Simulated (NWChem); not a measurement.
# HBS (hydrogen boron sulfide): B3LYP-D3(0)/cc-pVDZ (COSMO-KS acetone)

What is the vertical singlet–triplet gap of HBS (hydrogen boron sulfide) at B3LYP-D3(0)/cc-pVDZ (COSMO-KS acetone)? 

The results are computed with NWChem 7.3.0.

2 further runs of the same task are left out: 2 set aside as unsound or not needed.

## (1) The structure to begin with

HBS: 3 atoms, total charge 0, spin state singlet. SMILES: `B=S`. The shape is that of a GFN2-xTB optimisation.

Bond lengths: B1–S2 1.592 Å, B1–H3 1.144 Å. Angles: S2–B1–H3 180.0°.

## (2) Energy and forces at B3LYP-D3(0)/cc-pVDZ (COSMO-KS acetone)

Input file bhs.nw:

```
start bhs
title "BHS"
memory 2200 mb

geometry units angstrom noautoz
B       -0.041030      -0.016100       0.142540
S        0.395320       0.146510      -1.379660
H       -0.354300      -0.130410       1.237110
end

basis spherical bse
* library cc-pVDZ
end

cosmo
dielec 20.493
do_cosmo_ks true
end

dft
xc b3lyp
disp vdw 3
grid fine
convergence energy 1e-08
direct
mulliken
print medium
end

task dft gradient
```

Started as:

```bash
$ nwchem bhs.nw > bhs.out
```

What it wrote:

```text
[...]
 Group name             C4v
[...]
          Wavefunction type:  closed shell.
          No. of atoms     :     3
          No. of electrons :    22
[...]
          Charge           :     0
          Spin multiplicity:     1
[...]
          AO basis - number of functions:    37
[...]
              XC Information
              --------------
                         B3LYP Method XC Potential
                     Hartree-Fock (Exact) Exchange  0.200
                        Slater Exchange Functional  0.800 local
                    Becke 1988 Exchange Functional  0.720 non-local
              Lee-Yang-Parr Correlation Functional  0.810
                  VWN I RPA Correlation Functional  0.190 local
[...]
 d= 0,ls=0.0,diis     1   -423.6242377366 -4.56D+02  2.77D-02  2.70D-01     1.1
[...]
 d= 0,ls=0.0,diis     7   -423.6759856558  1.23D-09  7.13D-08  2.27D-12    10.3
         Total DFT energy =     -423.675985655765
      One electron energy =     -647.170535642178
           Coulomb energy =      221.502410788048
    Exchange-Corr. energy =      -30.119755545962
 Nuclear repulsion energy =       32.001467473808
    Dispersion correction =       -0.000426971940
[...]
      Total Density - Mulliken Population Analysis
     ---------------------------------------------
    Atom       Charge   Shell Charges
 -----------   ------   -------------------------------------------------------
    1 B    5     4.99   2.01  0.66  0.35  1.43  0.47  0.06
    2 S   16    16.07   2.00  2.04  0.94  0.78  6.01  2.35  1.90  0.04
    3 H    1     0.95   0.76  0.16  0.02
[...]
  wavefunction    = closed shell
[...]
                         DFT ENERGY GRADIENTS
    atom               coordinates                        gradient
                 x          y          z           x          y          z
   1 B       0.000000   0.000000  -2.089445    0.000000   0.000000   0.004693
   2 S       0.000000   0.000000   0.918685    0.000000   0.000000  -0.026450
   3 H       0.000000   0.000000  -4.251743    0.000000   0.000000   0.021758
[...]
```

It took 15 s on 1 thread of AMD EPYC 7R43 (Zen 3), shared host; peak memory 0.11 GiB.

## (3) The triplet at the same level

Input file a.nw:

```
start a
memory stack 880 mb heap 220 mb global 1100 mb
charge 0
geometry noautosym nocenter noautoz
B       -0.041030      -0.016100       0.142540
S        0.395320       0.146510      -1.379660
H       -0.354300      -0.130410       1.237110
end
basis spherical bse
* library cc-pVDZ
end
cosmo
dielec 20.493
do_cosmo_ks true
end
dft
xc b3lyp
mult 3
disp vdw 3
grid fine
convergence energy 1e-08
direct
maxiter 150
mulliken
noprint "final vectors analysis"
end
task dft gradient
```

Started as:

```bash
$ nwchem a.nw > a.out
```

What it wrote:

```text
[...]
          Wavefunction type:  spin polarized.
          No. of atoms     :     3
          No. of electrons :    22
[...]
          Charge           :     0
          Spin multiplicity:     3
[...]
          AO basis - number of functions:    37
[...]
              XC Information
              --------------
                         B3LYP Method XC Potential
                     Hartree-Fock (Exact) Exchange  0.200
                        Slater Exchange Functional  0.800 local
                    Becke 1988 Exchange Functional  0.720 non-local
              Lee-Yang-Parr Correlation Functional  0.810
                  VWN I RPA Correlation Functional  0.190 local
[...]
 d= 0,ls=0.0,diis     1   -423.4712528742 -4.55D+02  1.10D-02  5.07D-02     1.4
[...]
 d= 0,ls=0.0,diis     6   -423.5018126018 -3.31D-09  1.36D-06  1.58D-10    14.0
[...]
         Total DFT energy =     -423.501812601778
      One electron energy =     -646.104085069108
           Coulomb energy =      220.780780751389
    Exchange-Corr. energy =      -30.146070183728
 Nuclear repulsion energy =       32.001460977101
    Dispersion correction =       -0.000426972432
[...]
      Total Density - Mulliken Population Analysis
     ---------------------------------------------
    Atom       Charge   Shell Charges
 -----------   ------   -------------------------------------------------------
    1 B    5     5.23   2.01  0.61  0.36  1.57  0.62  0.05
    2 S   16    15.81   2.00  2.04  0.98  0.79  6.01  2.29  1.63  0.08
    3 H    1     0.96   0.75  0.18  0.02
[...]
      <S2> =      2.0060 (Exact =     2.0000)
[...]
  wavefunction    = open shell
                         DFT ENERGY GRADIENTS
    atom               coordinates                        gradient
                 x          y          z           x          y          z
   1 B      -0.077535  -0.030425   0.269362    0.035268   0.013507  -0.122534
   2 S       0.747046   0.276864  -2.607179   -0.040642  -0.015219   0.141700
   3 H      -0.669530  -0.246439   2.337799    0.005374   0.001712  -0.019166
[...]
```

It took 19 s on 1 thread of AMD EPYC 7R43 (Zen 3), shared host; peak memory 0.11 GiB.

## (4) Results

At B3LYP-D3(0)/cc-pVDZ (COSMO-KS acetone):

```
                                        quantity          value
                           singlet: total energy  -423.67599 Eh
                          singlet: dipole moment         1.82 D
                            singlet: HOMO energy       -8.28 eV
                            singlet: LUMO energy       -1.12 eV
                          singlet: HOMO–LUMO gap        7.16 eV
                      singlet: dispersion energy   -1.12 kJ/mol
             singlet: solvent term in the energy    -5.2 kJ/mol
               singlet: largest force on an atom     1.360 eV/Å
                           triplet: total energy  -423.50181 Eh
                          triplet: dipole moment         0.76 D
     triplet: HOMO energy (highest over α and β)       -3.73 eV
                      triplet: dispersion energy   -1.12 kJ/mol
             triplet: solvent term in the energy    -3.0 kJ/mol
                                   triplet: ⟨S²⟩          2.006
               triplet: largest force on an atom     7.621 eV/Å
vertical energy of the triplet above the singlet       4.739 eV
```

In words: At this shape the triplet lies 4.74 eV (457 kJ/mol) above the singlet. The largest force (singlet) is 1.36 eV/Å: the shape isn't a stationary point for this species at this level. Mulliken charges (triplet) run from -0.23 on B1 to +0.19 on S2; they depend strongly on the basis.
